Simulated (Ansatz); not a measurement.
# HF/aug-cc-pVTZ run of CF+ (SMILES [C+]F)

Aim: the vertical ionisation energy of CF+ at HF/aug-cc-pVTZ, from 2 runs. 

The calculation is run with Ansatz 0.2.0.

2 further runs of the same task are left out: 2 set aside as unsound or not needed.

### Step 1. The system as given

CF+: 2 atoms, total charge +1, spin state singlet. SMILES: `[C+]F`. Geometry: relaxed at PBE0-D4/def2-TZVP.

Bond lengths: C1–F2 1.153 Å.

### Step 2. The energy at HF/aug-cc-pVTZ

File job.yaml:

```yaml
crystal:
  periodic: [false, false, false]
  atoms:
    - {symbol: C, position_ang: [0.492270, -0.160830, 0.253170]}
    - {symbol: F, position_ang: [-0.492270, 0.160830, -0.253170]}
basis:
  gaussian:
    orbitals: aug-cc-pVTZ
output:
  orbitals: {seedname: orbitals}
accuracy: high
hamiltonian:
  xc: hf
total_charge: 1
```

Run with:

```sh
ansatz run job.yaml --threads 1 --pin off --max-ram 3480MiB --events-out events.jsonl --progress --plain --runs-dir runs
```

The log of the run:

```text
Warning: RAYON_NUM_THREADS=1 ignored (pool sized by the plan → 1); use --threads N
Functional definition: HF
  name "HF"
  exchange = exact_x
  correlation = 0
1257 factors; integrals over basis functions are off by at most 3.3e-9 eV
mean field evaluation 1: about -3720.5697 eV, gradient 5.9e1 eV
mean field evaluation 2: about -3720.5698 eV, gradient 5.9e1 eV
mean field evaluation 4: about -3725.2536 eV, gradient 2.6e0 eV
mean field evaluation 8: about -3725.2772 eV, gradient 1.1e-4 eV
mean field -3725.27717685 eV, -136.9014111656 hartree, gradient 1.0e-8 eV, S^2 0.000000; 0 other end points of the search recorded, 0 dependent functions left out
reference -3725.27717685 eV, -136.9014111656 hartree; 7, 7 occupied and 85, 85 virtual orbitals, 1257 factors
Total energy: -3725.27717685 eV, -136.9014111656 hartree
```

Run time: 0.9 s. Hardware: 1 thread of Arm Neoverse V2, shared host; peak memory 0.15 GiB.

### Step 3. Doublet [CF]2+ at the same level

File input.yaml:

```yaml
crystal:
  periodic: [false, false, false]
  atoms:
    - {symbol: C, position_ang: [0.492270, -0.160830, 0.253170]}
    - {symbol: F, position_ang: [-0.492270, 0.160830, -0.253170]}
basis:
  gaussian: {orbitals: aug-cc-pVTZ}
total_charge: 2
magnetization: {spin_polarized: true, initial_magnetization: 1}
hamiltonian: {xc: hf}
accuracy: high
output: {orbitals: {seedname: orbitals}}
```

Run with:

```sh
ansatz run input.yaml --threads 1 --pin off --max-ram 3480MiB --events-out events.jsonl --progress --plain --runs-dir runs
```

The log of the run:

```text
Warning: RAYON_NUM_THREADS=1 ignored (pool sized by the plan → 1); use --threads N
Functional definition: HF
  name "HF"
  exchange = exact_x
  correlation = 0
1257 factors; integrals over basis functions are off by at most 3.3e-9 eV
mean field evaluation 1: about -3684.7497 eV, gradient 7.3e1 eV
mean field evaluation 2: about -3684.7487 eV, gradient 7.3e1 eV
mean field evaluation 4: about -3700.0089 eV, gradient 6.8e0 eV
mean field evaluation 8: about -3700.3027 eV, gradient 2.3e-1 eV
mean field evaluation 16: about -3695.0058 eV, gradient 1.8e1 eV
mean field evaluation 32: about -3690.8136 eV, gradient 2.7e0 eV
mean field -3700.30320825 eV, -135.9836347475 hartree, gradient 1.4e-8 eV, S^2 0.773516; 0 other end points of the search recorded, 0 dependent functions left out
reference -3700.30320825 eV, -135.9836347475 hartree; 7, 6 occupied and 85, 86 virtual orbitals, 1257 factors
Total energy: -3700.30320825 eV, -135.9836347475 hartree
```

Wall time 1.5 s (1 thread of Arm Neoverse V2, shared host); peak memory 0.17 GiB.

### Step 4. Summary of results

Level: HF/aug-cc-pVTZ.

```
                                            quantity          value
                           singlet CF+: total energy  -136.90141 Eh
                            singlet CF+: HOMO energy      -26.48 eV
                            singlet CF+: LUMO energy       -7.42 eV
                          singlet CF+: HOMO–LUMO gap       19.06 eV
                        doublet [CF]2+: total energy  -135.98363 Eh
  doublet [CF]2+: HOMO energy (highest over α and β)      -43.04 eV
   doublet [CF]2+: LUMO energy (lowest over α and β)      -23.56 eV
                                doublet [CF]2+: ⟨S²⟩          0.774
vertical ionisation energy (to the doublet dication)      24.974 eV
```

In words: The vertical ionisation energy comes to 24.97 eV (2410 kJ/mol). −ε(HOMO) before ionisation, 26.48 eV, is 1.51 eV above this ionisation energy.
